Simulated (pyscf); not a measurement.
methoxy (H₃C–O•) -> hydroxymethyl (•H₂C–OH) (hydrogen shift; doublet surface; C–H broken, H–O formed). Optimised with ωB97X-D3(BJ)/def2-SVP in PySCF. MP2 and CC: frozen core, UHF for open shells. ΔMP2 is the change of the MP2 total energy from the triple- to the quadruple-zeta basis. Energies in eV from the reactant's lowest minimum found.

```json
[
 {"level": "PBE/def2-TZVP", "barrier": "1.26", "reaction energy": "-0.32"},
 {"level": "r²SCAN/def2-TZVP", "barrier": "1.41", "reaction energy": "-0.30"},
 {"level": "PBE0-D3(BJ)/def2-TZVP", "barrier": "1.43", "reaction energy": "-0.29"},
 {"level": "M06-2X/def2-TZVP", "barrier": "1.43", "reaction energy": "-0.35"},
 {"level": "CCSD/def2-TZVPP", "barrier": "1.53", "reaction energy": "-0.34"},
 {"level": "CCSD(T)/def2-TZVPP", "barrier": "1.43", "reaction energy": "-0.38"},
 {"level": "CCSD(T)/def2-TZVPP + ΔMP2(QZVPP)", "barrier": "1.41", "reaction energy": "-0.41"}
]
```

Of the functionals in the table, r²SCAN is closest to CCSD(T)/def2-TZVPP + ΔMP2(QZVPP) in the barrier (0.00 eV apart) and PBE least close (0.14 eV); that level has limits of its own. This is the saddle that the search found; another between the same sides may lie lower. The CCSD(T) − MP2 part came from Ansatz, without density fitting, on the same reference.
